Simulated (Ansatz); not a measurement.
Isolated molecules relaxed with PBE0-D4/def2-TZVP in Ansatz; ΔE leaves out vibrations. CCSD(T)/CBS is the MP2 limit (def2-TZVPP, def2-QZVPP) plus CCSD(T) − MP2 in def2-TZVPP, frozen cores. This one scheme is used for every species. Double bonds are as drawn, so ΔE can hold a change between cis and trans. Functionals use def2-TZVPP. B3LYP here is the variant with VWN-RPA as its local correlation; programs differ in this. Triplets are unrestricted, without spin–orbit coupling. Each species was taken in one conformer, which may not be the lowest.

Consider the formal loss of a carbene: `CC/C=C\CC` → `C/C=C\CC` + `[CH2]` (triplet).

`CC/C=C\CC`:

```xyz
18

C     2.642    0.735   -0.377
C     1.352    0.732    0.437
C     0.158    1.059   -0.399
C    -0.892    0.285   -0.660
C    -1.159   -1.096   -0.158
C    -2.407   -1.158    0.716
H     3.511    0.544    0.257
H     2.612   -0.032   -1.155
H     2.792    1.699   -0.871
H     1.229   -0.234    0.931
H     1.437    1.477    1.237
H     0.177    2.048   -0.855
H    -1.671    0.697   -1.300
H    -1.295   -1.763   -1.018
H    -0.301   -1.482    0.396
H    -2.286   -0.542    1.610
H    -3.283   -0.788    0.177
H    -2.618   -2.182    1.034
```

`C/C=C\CC`:

Z-matrix (Å, degrees):
```
C
C 1 1.491
H 1 1.090 2 112.9
H 1 1.095 2 110.7 3 121.1
H 1 1.095 2 110.7 3 -121.1
C 2 1.330 1 127.6 3 -1.8
H 2 1.088 1 115.2 3 178.3
C 6 1.493 2 127.9 1 0.8
H 6 1.089 2 117.3 1 179.7
C 8 1.525 6 112.1 2 118.6
H 8 1.097 6 108.8 2 -121.0
H 8 1.092 6 110.9 2 -4.5
H 10 1.093 8 111.0 6 57.1
H 10 1.093 8 111.3 6 177.2
H 10 1.092 8 110.9 6 -62.4
```

`[CH2]` (triplet):

Z-matrix (Å, degrees):
```
C
H 1 1.079
H 1 1.079 2 134.9
```

CCSD(T)/CBS gives +4.51 eV.

Task: Another level gave +4.46 eV. Which?
A. B3LYP/def2-TZVPP
B. LC-ωPBE/def2-TZVPP
C. PBE-QIDH/def2-TZVPP
D. HF/def2-TZVPP

Result: C. PBE-QIDH 4.46, B3LYP 4.31, HF/def2-TZVPP 2.98, LC-ωPBE 4.37 eV.

Largest T1 diagnostic among the species: 0.011.

From PBE to PBE0 (25 % exact exchange), in def2-TZVPP and without D4, ΔE moves by −0.07 eV. Leaving LDA and LC-ωPBE aside and taking each functional with its dispersion term where it has one, the values, not all of them listed here, spread over 0.39 eV, from r2SCAN0-D4 to ωB97X-V. LDA lies +0.76 eV from PBE without D4.
